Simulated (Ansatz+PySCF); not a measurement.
# doublet CO(+): levels of theory in one basis

| atom | x (Å) | y (Å) | z (Å) |
| --- | --- | --- | --- |
| C | 0.0000 | -0.4448 | 0.6114 |
| O | 0.0000 | 0.1879 | 1.5340 |

Basis set: cc-pVTZ (spherical functions). Correlated methods keep 2 orbitals frozen. Correlation on ROHF uses semicanonical orbitals with singles. Charge 1, multiplicity 2.

Computed with Ansatz (development build ahead of 0.2.0) and PySCF 2.14.0; each method stands on the lowest determinant of its kind that the runs found.

```
      method  E − E(ROHF) (eV)  <S²> of the determinant
        ROHF              0.00                     0.75
         UHF             -0.31                     0.98
    ROHF-MP2             -9.19                        –
    UHF-CCSD             -9.19                     0.98
ROHF-CCSD(T)             -9.67                        –
 UHF-CCSD(T)             -9.63                     0.98
```

Problem. What does UHF-MP2 give on the same scale?

Solution. -8.77 eV.

Caution for UHF, UHF-MP2, UHF-CCSD, UHF-CCSD(T): the unrestricted determinant is spin contaminated. Caution for ROHF-MP2, UHF-MP2: forces differ strongly between restricted and unrestricted references.
